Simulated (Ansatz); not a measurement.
# triplet C5H12S: levels of theory compared

We compute a comparison of 6 runs (UHF/STO-3G, UHF/6-31G*, UB3LYP/6-31G*, UBHLYP/6-31G*, UPBE/6-31G*, UPBE0/6-31G*) of triplet C5H12S. 

Program for the calculation: Ansatz 0.2.0.

40 further runs of the same task are left out: 40 set aside as unsound or not needed. Runs told in other sessions of the task aren't counted.

## (1) Starting point

The species is C5H12S (18 atoms), meant as a triplet with charge 0. As SMILES of the parent species, `CSC(C)(C)C`. The shape is that of a PBE0-D4/def2-TZVP optimisation. This is one conformer, not always the lowest. That shape belongs to the parent species and isn't relaxed for this state.

Some bond lengths: C1–S2 1.795 Å, S2–C3 1.833 Å, C3–C4 1.521 Å, C3–C5 1.524 Å, C3–C6 1.521 Å, C1–H7 1.091 Å, C1–H8 1.091 Å, C1–H9 1.091 Å, C4–H10 1.092 Å, C4–H11 1.091 Å, C4–H12 1.095 Å, C5–H13 1.092 Å, C5–H14 1.094 Å, C5–H15 1.092 Å, C6–H16 1.091 Å, C6–H17 1.095 Å. Some angles: C1–S2–C3 103.4°, S2–C3–C4 110.9°, S2–C3–C5 104.0°, S2–C3–C6 110.9°, C4–C3–C5 110.0°, C4–C3–C6 110.7°, C5–C3–C6 110.0°, S2–C1–H7 112.1°, S2–C1–H8 112.1°, S2–C1–H9 105.8°.

## (2) A single-point energy at UHF/STO-3G (run 1)

File molecule.yaml:

```yaml
crystal:
  periodic: [false, false, false]
  atoms:
    - {symbol: C, position_ang: [-1.430880, -1.551030, -1.179450]}
    - {symbol: S, position_ang: [-1.295440, 0.230230, -1.001470]}
    - {symbol: C, position_ang: [0.136690, 0.435870, 0.124370]}
    - {symbol: C, position_ang: [1.403130, -0.134180, -0.496960]}
    - {symbol: C, position_ang: [0.266780, 1.945850, 0.282800]}
    - {symbol: C, position_ang: [-0.136900, -0.208410, 1.475290]}
    - {symbol: H, position_ang: [-0.543270, -1.986940, -1.639890]}
    - {symbol: H, position_ang: [-1.638550, -2.044600, -0.229110]}
    - {symbol: H, position_ang: [-2.278780, -1.720170, -1.844530]}
    - {symbol: H, position_ang: [1.335290, -1.215770, -0.631640]}
    - {symbol: H, position_ang: [1.600360, 0.321690, -1.468830]}
    - {symbol: H, position_ang: [2.259250, 0.060300, 0.157280]}
    - {symbol: H, position_ang: [0.451140, 2.428290, -0.679750]}
    - {symbol: H, position_ang: [1.104710, 2.175820, 0.946900]}
    - {symbol: H, position_ang: [-0.639650, 2.375940, 0.714880]}
    - {symbol: H, position_ang: [-1.046780, 0.195190, 1.923000]}
    - {symbol: H, position_ang: [0.699000, -0.016350, 2.155880]}
    - {symbol: H, position_ang: [-0.246090, -1.291730, 1.391240]}
basis:
  gaussian:
    orbitals: STO-3G
total_charge: 0
hamiltonian:
  xc: hf
accuracy: high
output:
  orbitals: {seedname: orbitals}
magnetization:
  spin_polarized: true
  initial_magnetization: 2
```

On the command line:

```sh
$ ansatz run molecule.yaml --threads 1 --pin off --max-ram 3480MiB --events-out events.jsonl --progress --plain --runs-dir runs
```

The log of the run:

```text
Warning: RAYON_NUM_THREADS=1 ignored (pool sized by the plan → 1); use --threads N
Functional definition: HF
  name "HF"
  exchange = exact_x
  correlation = 0
1075 factors; integrals over basis functions are off by at most 3.9e-9 eV
mean field evaluation 1: about -15969.2218 eV, gradient 1.3e1 eV
mean field evaluation 2: about -15969.6879 eV, gradient 1.3e1 eV
mean field evaluation 4: about -15971.6474 eV, gradient 1.9e0 eV
mean field evaluation 8: about -15971.8668 eV, gradient 1.8e-1 eV
mean field evaluation 16: about -15959.8722 eV, gradient 1.5e1 eV
mean field evaluation 32: about -15971.1541 eV, gradient 1.4e-1 eV
mean field -15971.86891207 eV, -586.9553563968 hartree, gradient 2.5e-8 eV, S^2 2.017064; 1 other end points of the search recorded, 0 dependent functions left out
reference -15971.86891207 eV, -586.9553563968 hartree; 30, 28 occupied and 16, 18 virtual orbitals, 1075 factors
Total energy: -15971.86891207 eV, -586.9553563968 hartree
```

Wall time 3.6 s (1 thread of Arm Neoverse V2, shared host); peak memory 0.13 GiB.

## (3) A single-point energy at UHF/6-31G(d) (spherical functions) (run 2)

File in.yaml:

```yaml
crystal:
  periodic: [false, false, false]
  atoms:
    - symbol: C
      position_ang: [-1.430880, -1.551030, -1.179450]
    - symbol: S
      position_ang: [-1.295440, 0.230230, -1.001470]
    - symbol: C
      position_ang: [0.136690, 0.435870, 0.124370]
    - symbol: C
      position_ang: [1.403130, -0.134180, -0.496960]
    - symbol: C
      position_ang: [0.266780, 1.945850, 0.282800]
    - symbol: C
      position_ang: [-0.136900, -0.208410, 1.475290]
    - symbol: H
      position_ang: [-0.543270, -1.986940, -1.639890]
    - symbol: H
      position_ang: [-1.638550, -2.044600, -0.229110]
    - symbol: H
      position_ang: [-2.278780, -1.720170, -1.844530]
    - symbol: H
      position_ang: [1.335290, -1.215770, -0.631640]
    - symbol: H
      position_ang: [1.600360, 0.321690, -1.468830]
    - symbol: H
      position_ang: [2.259250, 0.060300, 0.157280]
    - symbol: H
      position_ang: [0.451140, 2.428290, -0.679750]
    - symbol: H
      position_ang: [1.104710, 2.175820, 0.946900]
    - symbol: H
      position_ang: [-0.639650, 2.375940, 0.714880]
    - symbol: H
      position_ang: [-1.046780, 0.195190, 1.923000]
    - symbol: H
      position_ang: [0.699000, -0.016350, 2.155880]
    - symbol: H
      position_ang: [-0.246090, -1.291730, 1.391240]
basis:
  gaussian: {orbitals: 6-31G_st_-spherical.json}
total_charge: 0
magnetization: {spin_polarized: true, initial_magnetization: 2}
hamiltonian: {xc: hf}
accuracy: high
output: {orbitals: {seedname: orbitals}}
```

The basis set 6-31G* is read from a file made from the Basis Set Exchange's data (not shown).

On the command line:

```sh
$ ansatz run in.yaml --threads 1 --pin off --max-ram 3480MiB --events-out events.jsonl --progress --plain --runs-dir runs
```

The log of the run:

```text
Warning: RAYON_NUM_THREADS=1 ignored (pool sized by the plan → 1); use --threads N
[... 4 set-up lines as earlier in the session ...]
2899 factors; integrals over basis functions are off by at most 3.7e-9 eV
mean field evaluation 1: about -16149.6051 eV, gradient 2.3e1 eV
mean field evaluation 2: about -16149.6103 eV, gradient 2.3e1 eV
mean field evaluation 4: about -16153.4230 eV, gradient 3.1e0 eV
mean field evaluation 8: about -16153.5329 eV, gradient 2.7e-1 eV
mean field evaluation 16: about -16153.5567 eV, gradient 2.5e-8 eV
mean field evaluation 32: about -16152.9575 eV, gradient 1.2e0 eV
mean field evaluation 64: about -16149.6057 eV, gradient 2.3e1 eV
mean field evaluation 96: about -16153.5567 eV, gradient 8.3e-7 eV
mean field -16153.55670495 eV, -593.6322596328 hartree, gradient 2.9e-8 eV, S^2 2.022170; 1 other end points of the search recorded, 0 dependent functions left out
reference -16153.55670495 eV, -593.6322596328 hartree; 30, 28 occupied and 82, 84 virtual orbitals, 2899 factors
Total energy: -16153.55670495 eV, -593.6322596328 hartree
```

It took 20 s on 1 thread of Arm Neoverse V2, shared host; peak memory 0.58 GiB.

Runs 3 to 5 aren't shown in full; the table further down has their settings and results.

## (4) A single-point energy at UPBE0/6-31G(d) (spherical functions) (run 6)

File in.yaml:

```yaml
crystal:
  periodic: [false, false, false]
  atoms:
    - {symbol: C, position_ang: [-1.430880, -1.551030, -1.179450]}
    - {symbol: S, position_ang: [-1.295440, 0.230230, -1.001470]}
    - {symbol: C, position_ang: [0.136690, 0.435870, 0.124370]}
    - {symbol: C, position_ang: [1.403130, -0.134180, -0.496960]}
    - {symbol: C, position_ang: [0.266780, 1.945850, 0.282800]}
    - {symbol: C, position_ang: [-0.136900, -0.208410, 1.475290]}
    - {symbol: H, position_ang: [-0.543270, -1.986940, -1.639890]}
    - {symbol: H, position_ang: [-1.638550, -2.044600, -0.229110]}
    - {symbol: H, position_ang: [-2.278780, -1.720170, -1.844530]}
    - {symbol: H, position_ang: [1.335290, -1.215770, -0.631640]}
    - {symbol: H, position_ang: [1.600360, 0.321690, -1.468830]}
    - {symbol: H, position_ang: [2.259250, 0.060300, 0.157280]}
    - {symbol: H, position_ang: [0.451140, 2.428290, -0.679750]}
    - {symbol: H, position_ang: [1.104710, 2.175820, 0.946900]}
    - {symbol: H, position_ang: [-0.639650, 2.375940, 0.714880]}
    - {symbol: H, position_ang: [-1.046780, 0.195190, 1.923000]}
    - {symbol: H, position_ang: [0.699000, -0.016350, 2.155880]}
    - {symbol: H, position_ang: [-0.246090, -1.291730, 1.391240]}
basis:
  gaussian:
    orbitals: 6-31G_st_-spherical.json
magnetization:
  spin_polarized: true
  initial_magnetization: 2
hamiltonian:
  xc: pbe0
accuracy: high
output:
  orbitals: {seedname: orbitals}
```

The basis set 6-31G* is read from a file made from the Basis Set Exchange's data (not shown).

On the command line:

```sh
$ ansatz run in.yaml --threads 1 --pin off --max-ram 3480MiB --events-out events.jsonl --progress --plain --runs-dir runs
```

The log of the run:

```text
Warning: RAYON_NUM_THREADS=1 ignored (pool sized by the plan → 1); use --threads N
Functional definition: PBE0
  name "PBE0"
  parameter a = 0.25
  parameter kappa = 0.804
  parameter beta = 0.06672455060314922
  exchange = (1 - a)*pbe_x(kappa = kappa, mu = beta*pi^2/3) + a*exact_x
  correlation = pbe_c(beta = beta)
2899 factors; integrals over basis functions are off by at most 3.7e-9 eV
mean field evaluation 1: about -16190.8585 eV, gradient 4.3e1 eV
mean field evaluation 2: about -16186.2068 eV, gradient 5.1e1 eV
mean field evaluation 4: about -16199.6521 eV, gradient 2.3e0 eV
mean field evaluation 8: about -16200.1985 eV, gradient 2.1e-1 eV
mean field evaluation 16: about -16200.1989 eV, gradient 6.2e-4 eV
mean field evaluation 32: about -16200.1989 eV, gradient 8.9e-8 eV
mean field -16200.19889377 eV, -595.3463284567 hartree, gradient 8.9e-8 eV, S^2 2.004301; 2 other end points of the search recorded, 0 dependent functions left out
reference -16200.19889600 eV, -595.3463285386 hartree; 30, 28 occupied and 82, 84 virtual orbitals, 2899 factors
Total energy: -16200.19889600 eV, -595.3463285386 hartree
```

It took 43 s on 1 thread of Arm Neoverse V2, shared host; peak memory 0.74 GiB.

## (5) Overview of the runs

```csv
run,level,energy (Eh),HOMO energy (eV),⟨S²⟩,wall time
1,UHF/STO-3G,-586.955356,0.31,2.017,3.6 s
2,UHF/6-31G* (spherical functions),-593.632260,-3.07,2.022,20 s
3,UB3LYP/6-31G* (spherical functions),-595.748263,-0.63,2.003,39 s
4,UBHLYP/6-31G* (spherical functions),-595.589096,-1.63,2.007,38 s
5,UPBE/6-31G* (spherical functions),-595.269512,0.05,2.002,27 s
6,UPBE0/6-31G* (spherical functions),-595.346329,-0.87,2.004,43 s
```

## (6) Outcome

| quantity | value |
| --- | --- |
| run 6: total energy | -595.34633 Eh |
| run 6: HOMO energy (highest over α and β) | -0.87 eV |
| run 6: ⟨S²⟩ | 2.004 |

In words: Totals of different functionals can't be ranked against each other. In run 1 the basis is minimal, so the values are rough. All runs together took 2.8 min, the longest 43 s.
